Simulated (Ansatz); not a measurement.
Consider the substitution at a C–N bond: `C=CNC(=C)S` + `C1=CN1` → `C=CN1C=C1` + `C=C(N)S`.

Gas-phase electronic energies from Ansatz, PBE0-D4/def2-TZVP geometries. CCSD(T)/CBS adds triple-zeta CCSD(T) − MP2 to the extrapolated MP2 energy (def2 sets, frozen cores). Functionals use def2-TZVPP. B3LYP here is the variant with VWN-RPA as its local correlation; programs differ in this. HSE06 is defined as in plane-wave codes. Each species was taken in one conformer, which may not be the lowest.

```tsv
level	ΔE (kJ/mol)	difference from CCSD(T)/CBS
LDA (SPW92)	9.3	7.8
PBE-D4	9.3	7.8
revPBE-D4	9.3	7.8
r2SCAN-D4	6.5	5.0
B97M-V	5.2	3.7
PBE0-D4	8.1	6.6
r2SCANh-D4	6.3	4.8
r2SCAN0-D4	6.0	4.5
HSE06-D4	8.3	6.8
BHLYP-D4	5.2	3.7
CAM-B3LYP-D4	5.3	3.8
ωB97X-V	3.6	2.1
ωB97M-V	3.8	2.3
B2PLYP	4.4	2.9
PBE	8.4	6.9
revPBE	8.1	6.6
BLYP	7.0	5.5
r2SCAN	5.9	4.4
PBE0	7.1	5.6
B3LYP	6.1	4.6
r2SCANh	5.7	4.2
r2SCAN0	5.3	3.8
HSE06	7.3	5.8
BHLYP	4.0	2.5
CAM-B3LYP	4.2	2.7
LC-ωPBE	4.3	2.8
RPA@PBE/def2-TZVPP	4.6	3.1
HF/def2-SVP	5.1	3.6
MP2/def2-SVP	7.7	6.2
CCSD/def2-SVP	8.2	6.7
CCSD(T)/def2-SVP	8.8	7.3
HF/def2-TZVPP	-0.9	-2.4
MP2/def2-TZVPP	1.9	0.4
CCSD/def2-TZVPP	2.1	0.6
CCSD(T)/def2-TZVPP	2.8	1.3
HF/def2-QZVPP	-1.6	-3.1
SCS-MP2/def2-QZVPP	0.7	-0.8
HF/CBS(def2)	-1.7	-3.2
MP2/CBS(def2)	0.6	-0.9
CCSD/CBS(def2)	0.8	-0.7
CCSD(T)/CBS	1.5	0
```

Largest T1 diagnostic among the species: 0.013.

At CCSD(T), def2-SVP lies +7.3 kJ/mol from the extrapolated value and def2-TZVPP +1.3 kJ/mol. From BLYP to BHLYP (50 % exact exchange), in def2-TZVPP and without D4, ΔE moves by −3.0 kJ/mol. Leaving LDA and LC-ωPBE aside and taking each functional with its dispersion term where it has one, the values spread over 5.7 kJ/mol, from ωB97X-V to PBE-D4.
